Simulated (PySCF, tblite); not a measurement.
**3-methylisoxazole: geometry, infrared bands, NMR shifts and spin-spin couplings**

Aim: predict the infrared bands, NMR shifts and spin-spin couplings of 3-methylisoxazole (`Cc1ccon1`).

The runs use tblite 0.8.0 and PySCF 2.14.0, with density-fitted response routines of our own; the level of theory stands in each step. All values are computed, except where a source is named. Atoms count from 0, in the outputs and in this text.

## (1) The starting structure

11 atoms, charge 0, multiplicity 1; geometry from: force field or distance geometry start.

Bonds of the start (Å): C0–C1 1.45, C1–C2 1.38, C2–C3 1.38, C3–O4 1.33, O4–N5 1.30, N5–C1 1.37, C0–H6 1.10, C0–H7 1.12, C0–H8 1.13, C2–H9 1.10, C3–H10 1.08.

## (2) Geometry optimisation with GFN2-xTB

What the job is given:

```
{"job": {"kind": "relax", "xc": "GFN2-xTB", "basis": "xTB"}, "charge": 0, "multiplicity": 1}
C     -1.685800     0.045100     0.193200
C     -0.267200    -0.221500     0.029100
C      0.782900     0.668600    -0.086700
C      1.949000    -0.065200    -0.218100
O      1.605300    -1.349500    -0.144400
N      0.312300    -1.462900    -0.009300
H     -1.942000     0.649100     1.072000
H     -2.099800     0.534500    -0.720700
H     -2.283200    -0.910000     0.281100
H      0.697400     1.768600    -0.094400
H      2.936400     0.346000    -0.327700
```

Command:

```
> OMP_NUM_THREADS=1 python probes_run.py task.json out
```

This one command runs all jobs of the session in turn.

**Question.** This job is followed by: GFN2-xTB harmonic vibrations, gas phase; GIAO PBE0/pcSseg-1 NMR shielding, non-relativistic, gas phase; B3LYP/pcJ-1 indirect spin-spin coupling, non-relativistic, gas phase. Predict these results of the whole session: strongest single infrared mode (GFN2-xTB); zero-point energy (GFN2-xTB); 13C shifts against TMS (PBE0/pcSseg-1); 1H shifts against TMS (PBE0/pcSseg-1, means over atoms taken as alike); 17O shifts against H2O (PBE0/pcSseg-1); 15N shifts against NH3 (PBE0/pcSseg-1); largest coupling of the table (B3LYP/pcJ-1).

**Answer**, as computed:

| quantity | value |
| --- | --- |
| strongest single infrared mode (GFN2-xTB) | 1021 cm⁻¹, 79 km/mol |
| zero-point energy (GFN2-xTB) | 52.6 kcal/mol |
| 13C shifts against TMS (PBE0/pcSseg-1) | 165.7, 162.5, 111.8, 13.5 ppm |
| 1H shifts against TMS (PBE0/pcSseg-1, means over atoms taken as alike) | 8.51, 6.35, 2.53 ppm |
| 17O shifts against H2O (PBE0/pcSseg-1) | 400.1 ppm |
| 15N shifts against NH3 (PBE0/pcSseg-1) | 411.5 ppm |
| largest coupling of the table (B3LYP/pcJ-1) | 1J(C,H) C3–H10, 207.9 Hz |

**Reading.** Relaxing lowered the energy by 0.336 eV in 24 steps; the close pair that moved most is C1–N5, from 1.371 to 1.306 Å. No mode is imaginary among the 27: a minimum at this level. GFN2-xTB is a fitted tight-binding method: band positions and strengths are rough. Its intensities can rank the bands wrongly. At PBE0/pcSseg-1: Shielding is most anisotropic at N5 (span 425 ppm, paramagnetic term -466 ppm). NICS(1)zz of -28 ppm above the planar ring from C1 marks a diatropic (aromatic) ring current. In the run at B3LYP/pcJ-1, the largest coupling of the table is C3–H10, 207.9 Hz, of which the Fermi-contact term gives 207.3 Hz.
